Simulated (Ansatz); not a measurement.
**CH3OSi+ (SMILES [OH2+]C#[SiH]): single points off equilibrium**

The task here is to estimate one member of a computed series from the others.

Program: Ansatz 0.2.0, Gaussian basis. Level of theory: single points in def2-TZVPP. These are calculated values, not measurements.

Cores are frozen in the correlated methods.

## The system as given

SMILES `[OH2+]C#[SiH]`, 6 atoms, charge 1, spin multiplicity 1.

Atoms are counted from 1 here; the program's logs count them from 0.

Bond lengths: O1–C2 1.598 Å, O1–H4 0.977 Å, O1–H5 0.979 Å, C2–Si3 1.723 Å, Si3–H6 1.323 Å. Angles: C2–O1–H4 104.0°, C2–O1–H5 117.6°, H4–O1–H5 110.8°, O1–C2–Si3 123.7°, C2–Si3–H6 173.8°.

Coordinates:

| atom | x (Å) | y (Å) | z (Å) |
| --- | --- | --- | --- |
| O1 | -0.52030 | 0.14130 | -1.15050 |
| C2 | 0.16900 | -0.62410 | 0.07090 |
| Si3 | 0.56870 | 0.12980 | 1.56750 |
| H4 | 0.16810 | 0.14780 | -1.84400 |
| H5 | -1.36010 | -0.22210 | -1.49750 |
| H6 | 0.97210 | 0.60600 | 2.73400 |

The first run:

Input file run/in.yaml:

```yaml
crystal:
  periodic: [false, false, false]
  atoms:
    - {symbol: O, position_ang: [-0.520300, 0.141300, -1.150500]}
    - {symbol: C, position_ang: [0.169000, -0.624100, 0.070900]}
    - {symbol: Si, position_ang: [0.568700, 0.129800, 1.567500]}
    - {symbol: H, position_ang: [0.168100, 0.147800, -1.844000]}
    - {symbol: H, position_ang: [-1.360100, -0.222100, -1.497500]}
    - {symbol: H, position_ang: [0.972100, 0.606000, 2.734000]}
basis:
  gaussian: {orbitals: def2-TZVPP}
total_charge: 1
correlation: {method: ccsd_t}
output: {forces: true}
```

The command line of these runs was not kept.

Steps of the session up to this table: CCSD(T)/def2-TZVPP; PBE0-D4/def2-TZVPP; wB97M-V/def2-TZVPP; r2SCAN-D4/def2-TZVPP; PBE-D4/def2-TZVPP; LC-wPBE/def2-TZVPP; B97M-V/def2-TZVPP.

One of the session's tables, all rows but one given; the rest of the session is left out.

```
   method  RMS force component (eV/Å)  angle to CCSD(T) forces (°)
  CCSD(T)                       1.801                    reference
  PBE0-D4                       1.972                          5.0
  wB97M-V                       1.960                          9.0
r2SCAN-D4                       1.893                          4.0
   PBE-D4                           ?                            ?
  LC-wPBE                       2.159                         11.9
   B97M-V                       1.812                          5.0
```

Estimate the missing values for PBE-D4.

The run gave: RMS force component (eV/Å): 1.892; angle to CCSD(T) forces (°): 6.2. In the column «RMS force component (eV/Å)» it lies between B97M-V (1.812) and r2SCAN-D4 (1.893).
